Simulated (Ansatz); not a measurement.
Geometry optimisation of Li3H3⁺, that is (LiH)3 ring with one electron fewer.

```yaml
crystal:
  periodic: [false, false, false]
  atoms:
    - {symbol: Li, position_ang: [0.540823, 0.970084, -1.190246]}
    - {symbol: H, position_ang: [1.760690, 0.154462, -0.300066]}
    - {symbol: Li, position_ang: [1.058054, -0.829375, 0.918156]}
    - {symbol: H, position_ang: [-0.595520, -1.067926, 1.310920]}
    - {symbol: Li, position_ang: [-1.598884, -0.140746, 0.272131]}
    - {symbol: H, position_ang: [-1.165153, 0.913500, -1.010896]}
basis:
  gaussian: {orbitals: def2-TZVP}
total_charge: 1
magnetization: {spin_polarized: true, initial_magnetization: 1}
hamiltonian: {xc: r2scan, dispersion: d4}
scf: {omitted_lower_state_checks: [starts]}
output: {orbitals: {seedname: orbitals}}
relax: {f_tol: 0.02, max_steps: 100}
```

```sh
$ ansatz run in.yaml --threads 4 --pin off --events-out ev --progress --plain --max-ram 3916MiB
```

Output, abridged:

```
Functional definition: r2SCAN
  name "r2SCAN"
  cite "Furness, Kaplan, Ning, Perdew & Sun, J. Phys. Chem. Lett. 11, 8208 (2020) doi:10.1021/acs.jpclett.0c02405"
  cite "Furness, Kaplan, Ning, Perdew & Sun, J. Phys. Chem. Lett. 11, 9248 (2020) doi:10.1021/acs.jpclett.0c03077"
  parent r2scan
  parameter k0 = 0.174
  parameter k1 = 0.065
  parameter a1 = 4.9479
  exchange = r2scan_x(k0 = k0, k1 = k1, a1 = a1)
  correlation = r2scan_c
these checks for a lower state are left out or cut short: starts
mean field -654.21745285 eV, -24.0420479477 hartree, gradient 3.2e-5 eV, S^2 0.762597; 0 other end points of the search recorded, 0 dependent functions left out
the calculation of the forces begins
relax step   1: F+E_penalty+E_count = -654.22647947 eV  Δ(F+E_penalty+E_count) = +0.000e0 eV  max|allowed force component| = 8.834e-1 eV/Å  Δτ_max = 0.0000 Å  (50 SCF iters, accepted)
these checks for a lower state are left out or cut short: starts, cluster_reference, orbital_swaps, neighbouring_geometries, increment
mean field -654.60916056 eV, -24.0564429407 hartree, gradient 1.6e-5 eV, S^2 0.762177; 0 other end points of the search recorded, 0 dependent functions left out
the calculation of the forces begins
relax step   2: F+E_penalty+E_count = -654.62058525 eV  Δ(F+E_penalty+E_count) = -3.941e-1 eV  max|allowed force component| = 5.079e-1 eV/Å  Δτ_max = 0.1949 Å  (31 SCF iters, accepted)
these checks for a lower state are left out or cut short: starts, cluster_reference, orbital_swaps, neighbouring_geometries, increment
mean field -654.86342055 eV, -24.0657868230 hartree, gradient 2.4e-5 eV, S^2 0.761981; 0 other end points of the search recorded, 0 dependent functions left out
the calculation of the forces begins
relax step   3: F+E_penalty+E_count = -654.87950904 eV  Δ(F+E_penalty+E_count) = -2.589e-1 eV  max|allowed force component| = 4.351e-1 eV/Å  Δτ_max = 0.1963 Å  (31 SCF iters, accepted)
these checks for a lower state are left out or cut short: starts, cluster_reference, orbital_swaps, neighbouring_geometries, increment
mean field -655.02138241 eV, -24.0715918143 hartree, gradient 1.9e-5 eV, S^2 0.761129; 0 other end points of the search recorded, 0 dependent functions left out
the calculation of the forces begins
relax step   4: F+E_penalty+E_count = -655.03804537 eV  Δ(F+E_penalty+E_count) = -1.585e-1 eV  max|allowed force component| = 4.537e-1 eV/Å  Δτ_max = 0.1954 Å  (32 SCF iters, accepted)
these checks for a lower state are left out or cut short: starts, cluster_reference, orbital_swaps, neighbouring_geometries, increment
mean field -655.15884782 eV, -24.0766435749 hartree, gradient 9.3e-6 eV, S^2 0.760106; 0 other end points of the search recorded, 0 dependent functions left out
the calculation of the forces begins
relax step   5: F+E_penalty+E_count = -655.17474432 eV  Δ(F+E_penalty+E_count) = -1.367e-1 eV  max|allowed force component| = 4.520e-1 eV/Å  Δτ_max = 0.1952 Å  (30 SCF iters, accepted)
these checks for a lower state are left out or cut short: starts, cluster_reference, orbital_swaps, neighbouring_geometries, increment
mean field -655.27104710 eV, -24.0807668222 hartree, gradient 2.0e-5 eV, S^2 0.758924; 0 other end points of the search recorded, 0 dependent functions left out
the calculation of the forces begins
relax step   6: F+E_penalty+E_count = -655.28629396 eV  Δ(F+E_penalty+E_count) = -1.115e-1 eV  max|allowed force component| = 3.726e-1 eV/Å  Δτ_max = 0.1953 Å  (28 SCF iters, accepted)
these checks for a lower state are left out or cut short: starts, cluster_reference, orbital_swaps, neighbouring_geometries, increment
mean field -655.34779363 eV, -24.0835872052 hartree, gradient 1.7e-5 eV, S^2 0.757744; 0 other end points of the search recorded, 0 dependent functions left out
the calculation of the forces begins
relax step   7: F+E_penalty+E_count = -655.36218034 eV  Δ(F+E_penalty+E_count) = -7.589e-2 eV  max|allowed force component| = 1.875e-1 eV/Å  Δτ_max = 0.1926 Å  (29 SCF iters, accepted)
these checks for a lower state are left out or cut short: starts, cluster_reference, orbital_swaps, neighbouring_geometries, increment
mean field -655.35638276 eV, -24.0839028500 hartree, gradient 1.2e-5 eV, S^2 0.756798; 0 other end points of the search recorded, 0 dependent functions left out
[...]
mean field -655.50334183 eV, -24.0893034961 hartree, gradient 9.9e-6 eV, S^2 0.751139; 0 other end points of the search recorded, 0 dependent functions left out
the calculation of the forces begins
relax step  19: F+E_penalty+E_count = -655.52007829 eV  Δ(F+E_penalty+E_count) = -2.078e-2 eV  max|allowed force component| = 1.028e-1 eV/Å  Δτ_max = 0.0949 Å  (28 SCF iters, accepted)
these checks for a lower state are left out or cut short: starts, cluster_reference, orbital_swaps, neighbouring_geometries, increment
mean field -655.51723569 eV, -24.0898140859 hartree, gradient 1.2e-5 eV, S^2 0.751107; 0 other end points of the search recorded, 0 dependent functions left out
the calculation of the forces begins
relax step  20: F+E_penalty+E_count = -655.53403064 eV  Δ(F+E_penalty+E_count) = -1.395e-2 eV  max|allowed force component| = 5.394e-2 eV/Å  Δτ_max = 0.0975 Å  (26 SCF iters, accepted)
these checks for a lower state are left out or cut short: starts, cluster_reference, orbital_swaps, neighbouring_geometries, increment
mean field -655.52819658 eV, -24.0902168915 hartree, gradient 1.9e-5 eV, S^2 0.751141; 0 other end points of the search recorded, 0 dependent functions left out
the calculation of the forces begins
relax step  21: F+E_penalty+E_count = -655.54516818 eV  Δ(F+E_penalty+E_count) = -1.114e-2 eV  max|allowed force component| = 4.394e-2 eV/Å  Δτ_max = 0.1358 Å  (26 SCF iters, accepted)
these checks for a lower state are left out or cut short: starts, cluster_reference, orbital_swaps, neighbouring_geometries, increment
mean field -655.52728834 eV, -24.0901835142 hartree, gradient 1.8e-5 eV, S^2 0.751118; 0 other end points of the search recorded, 0 dependent functions left out
the calculation of the forces begins
relax step  22: F+E_penalty+E_count = -655.54426287 eV  Δ(F+E_penalty+E_count) = +9.053e-4 eV  max|allowed force component| = 4.821e-2 eV/Å  Δτ_max = 0.1473 Å  (27 SCF iters, rejected (line search))
these checks for a lower state are left out or cut short: starts, cluster_reference, orbital_swaps, neighbouring_geometries, increment
mean field -655.53060538 eV, -24.0903054131 hartree, gradient 1.4e-5 eV, S^2 0.751134; 0 other end points of the search recorded, 0 dependent functions left out
the calculation of the forces begins
relax step  23: F+E_penalty+E_count = -655.54760786 eV  Δ(F+E_penalty+E_count) = -2.440e-3 eV  max|allowed force component| = 5.607e-3 eV/Å  Δτ_max = 0.0547 Å  (27 SCF iters, accepted)
these checks for a lower state are left out or cut short: starts, cluster_reference, orbital_swaps, neighbouring_geometries, increment
mean field -655.53076098 eV, -24.0903111313 hartree, gradient 1.5e-5 eV, S^2 0.751135; 0 other end points of the search recorded, 0 dependent functions left out
the calculation of the forces begins
relax step  24: F+E_penalty+E_count = -655.54776653 eV  Δ(F+E_penalty+E_count) = -1.587e-4 eV  max|allowed force component| = 3.083e-3 eV/Å  Δτ_max = 0.0228 Å  (23 SCF iters, accepted)
these checks for a lower state are left out or cut short: starts
mean field -655.53076098 eV, -24.0903111313 hartree, gradient 1.5e-5 eV, S^2 0.751135; 0 other end points of the search recorded, 0 dependent functions left out
the calculation of the forces begins
Total energy: -655.54779898 eV, -24.0909372662 hartree
Atom 0 at     0.533400     1.142776    -1.396094 Å, force    -0.001867     0.000364     0.000957 eV/Å
Atom 1 at     0.870453    -0.249609     0.240689 Å, force    -0.000199    -0.001784     0.001469 eV/Å
Atom 2 at     1.476185    -1.314453     1.468042 Å, force    -0.001460     0.001366    -0.001136 eV/Å
Atom 3 at     0.089152    -0.601096     0.710108 Å, force     0.001603    -0.000782     0.000185 eV/Å
Atom 4 at    -1.883577     0.055663     0.055875 Å, force     0.003083     0.002201    -0.001561 eV/Å
Atom 5 at    -1.085603     0.966719    -1.078622 Å, force    -0.001160    -0.001364     0.000086 eV/Å
Dipole moment:     0.526628    -0.472303     0.525517 e Å
Checks for a lower state left out: starts
```

Run time 20 s (4 threads of Arm Neoverse V2 on a shared host).

In the doublet geometry the species has come apart into loosely held pieces. In the charge 1 doublet, H2 and H4 lie 0.98 Å apart (atoms count from 1), so these atoms are partly bonded to each other.
